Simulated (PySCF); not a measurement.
# Vertical excitation energies

Compound: C2H3Cl3O.
InChI=1S/C2H3Cl3O/c3-2(4,5)1-6/h6H,1H2

Method used: TDDFT wB97X-D/def2-SVPD, vertical, gas phase, core orbitals frozen in the response in PySCF. The structure is a single PBE0-D3(BJ)/def2-SVP conformer in the gas phase; no vibrational or solvent corrections. Torsions of this conformer, `[OH:1][CH2:2][C:3]([Cl:4])([Cl:5])[Cl:6]`: O1–C2–C3–Cl4 60°, H–O1–C2–C3 -59°.

```csv
state,E (eV),λ (nm),ν̃ (cm⁻¹),f,|μ| (D),"main configurations (H = HOMO, L = LUMO)"
S1,6.59,188.1,53180,0.0001,0.06,H-1→L (83%)
S2,6.92,179.1,55850,0.0075,0.53,"H→L (62%), H-4→L (9%)"
S3,6.98,177.7,56290,0.010,0.63,H-2→L (72%)
S4,7.09,174.9,57180,0.0092,0.59,H-3→L (71%)
S5,7.44,166.6,60020,0.010,0.59,"H-1→L+1 (51%), H-6→L (16%)"
S6,7.47,166.1,60210,0.0083,0.54,"H-1→L+2 (29%), H-4→L (12%), H-5→L (11%)"
S7,7.61,162.9,61400,0.0038,0.36,"H→L+1 (32%), H-4→L (13%), H→L (12%)"
S8,7.85,157.9,63330,0.011,0.60,"H→L+1 (27%), H→L+2 (26%), H-2→L+2 (8%)"
S9,7.99,155.1,64480,0.022,0.85,"H-2→L+1 (27%), H-1→L+2 (16%), H→L+1 (10%)"
S10,8.07,153.6,65090,0.038,1.11,"H→L+2 (30%), H-2→L+1 (16%), H-4→L (10%)"
```

Triplets (Tamm–Dancoff): T1 6.01 eV, H-1→L (75%); T2 6.27 eV, H-2→L (61%); T3 6.33 eV, H-3→L (42%), H→L (20%); T4 6.45 eV, H-4→L (24%), H-3→L (24%), H→L (22%).

The lowest singlet lies at 6.59 eV (188 nm, vacuum ultraviolet) and is dark (f under 0.0005); its leading configuration is HOMO-1→LUMO (83%). The strongest level in the table is S10 at 8.07 eV (154 nm, f = 0.038). It is the last of those listed, so stronger ones may follow. Löwdin shares by element: HOMO oxygen 45%, chlorine 25% or more, carbon 12% or more (atoms not listed hold the other 18%); LUMO chlorine 74%, carbon 25% or more. The listed states span 1.48 eV, and the widest gap between neighbours is 0.35 eV (S4 to S5). Of the 10 states listed, 4 reach f = 0.01 and 1 stays under 0.0005. Orbital energies (eV): HOMO-3 -11.45, HOMO-2 -11.25, HOMO-1 -10.89, HOMO -10.76, LUMO 0.75, LUMO+1 1.53, LUMO+2 1.72. The vertical ionisation energy (ΔSCF) is 11.12 eV, 3.05 eV above S10. The window holds the lowest 10 singlets.
